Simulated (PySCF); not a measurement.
## Spin states of SiS⁺

Unrestricted PBE0; basis Si def2-TZVP, S def2-TZVP; no relativity; PySCF 2.14. Outer shells of the fragments: Si+ 3s2 3p1; S 3s2 3p4.

Followed along the bond (rough minima from three points):

```
2Ms+1   unpaired  ⟨S²⟩ at the start  R at minimum (Å)  Te (eV)
    2        π ↑               0.76              2.08     0.00
    2        σ ↑               0.76              1.92     0.07
    4  σ ↑, π ↑↑               3.76              2.16     2.71
```

Solutions found at the starting distance of 2.200 Å, counted from the lowest of them; the search is not exhaustive and high or unbound solutions are not listed, so other states can lie among these:

```csv
2Ms+1,unpaired,term,E (eV),⟨S²⟩,⟨Lz²⟩,μ (D)
2,π ↑,²Π,0.00,0.76,1.02,-3.08
2,σ ↑,²Σ⁺,0.72,0.76,0.00,-4.24
4,"σ ↑, π ↑↑",mixed,2.57,3.76,2.02,-2.36
4,π ↑↑↑,⁴Π,2.83,3.77,1.01,0.36
4,"σ ↑, π ↑↑",mixed,2.89,3.76,2.01,-2.51
2,"σ ↑, π ↑↓",mixed,3.12,1.77,2.02,-2.65
```

A term symbol is given only where ⟨S²⟩ and ⟨Lz²⟩ are close to those of a pure state; real π, δ and φ orbitals otherwise mix terms. A positive dipole points towards S; it is taken about the centre of mass and depends on that origin.

Problem. Compare the gap between the two lowest followed solutions at the starting distance with the gap between their minima.

Solution. At PBE0 the second solution (doublet, unpaired electrons σ ↑) lies +0.72 eV from the first (doublet, unpaired electrons π ↑) at 2.200 Å and +0.07 eV at the minima; the two curves relax by different amounts, since their minima lie near 1.92 and 2.08 Å.

Counting both spins, an empty level lies below a filled one in some of these solutions, because spin and occupation are held.
